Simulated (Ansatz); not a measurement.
A calculation with Ansatz (development build ahead of 0.2.0).

```yaml
crystal:
  periodic: [false, false, false]
  atoms:
    - { symbol: C, position_ang: [1.13108, 0.0, 0.0] }
    - { symbol: C, position_ang: [0.0, 1.09814, 0.0] }
    - { symbol: C, position_ang: [-1.13108, 0.0, 0.0] }
    - { symbol: C, position_ang: [0.0, -1.09814, 0.0] }
    - { symbol: H, position_ang: [1.78978, 0.0, 0.88021] }
    - { symbol: H, position_ang: [0.0, 1.73765, 0.88021] }
    - { symbol: H, position_ang: [-1.78978, 0.0, 0.88021] }
    - { symbol: H, position_ang: [0.0, -1.73765, 0.88021] }
    - { symbol: H, position_ang: [1.78978, 0.0, -0.88021] }
    - { symbol: H, position_ang: [0.0, 1.73765, -0.88021] }
    - { symbol: H, position_ang: [-1.78978, 0.0, -0.88021] }
    - { symbol: H, position_ang: [0.0, -1.73765, -0.88021] }
basis:
  gaussian: { orbitals: "6-31G" }
hamiltonian:
  xc: hf
```

The input is written out in the form of the current development build from the run's settings.

The run gave:

| Property | Result |
| --- | --- |
| Converged | yes |
| Total energy | -156.02731 hartree |
| Spin squared of the determinant | 0.000 |
